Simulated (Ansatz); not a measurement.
# CH4O: the cost of one run

Method: UKS r2SCAN-D4/def2-SVP, in Ansatz 0.2.0.

## (1) The structure to begin with

Bond lengths: C1–O2 1.406 Å, C1–H3 1.088 Å, C1–H4 1.095 Å, C1–H5 1.095 Å, O2–H6 0.963 Å. Angles: C1–O2–H6 109.1°, O2–C1–H3 106.5°, O2–C1–H4 111.7°, O2–C1–H5 111.7°, H3–C1–H4 109.0°, H3–C1–H5 108.9°, H4–C1–H5 109.0°.

Coordinates:

```xyz
6

C    -0.0900   -0.2115   -0.2818
O    -0.1654    0.3133    1.0209
H    -0.8679   -0.9688   -0.3547
H     0.8813   -0.6796   -0.4743
H    -0.2714    0.5585   -1.0395
H     0.5133    0.9881    1.1293
```

## (2) Relaxing the start

Input file input.yaml:

```yaml
crystal:
  periodic: [false, false, false]
  atoms:
    - { symbol: C, position_ang: [-0.08999, -0.21149, -0.28182] }
    - { symbol: O, position_ang: [-0.16536, 0.31331, 1.02089] }
    - { symbol: H, position_ang: [-0.86791, -0.96884, -0.35466] }
    - { symbol: H, position_ang: [0.88135, -0.67956, -0.47425] }
    - { symbol: H, position_ang: [-0.27144, 0.55847, -1.0395] }
    - { symbol: H, position_ang: [0.51334, 0.98812, 1.12934] }
magnetization:
  spin_polarized: true
basis:
  gaussian: { orbitals: def2-SVP }
hamiltonian:
  xc: r2scan
  dispersion: d4
relax:
  f_tol: 0.02
  max_steps: 40
output:
  orbitals: {}
```

The run is started by

```
ansatz run input.yaml --threads 1 --pin off --max-ram 2048MiB --backend cpu --events-out ev --progress --plain --runs-dir out
```

What time and memory should one allow on 1 thread of Arm Neoverse V2, shared host?

About 8.9 s, with a peak of 0.14 GiB.
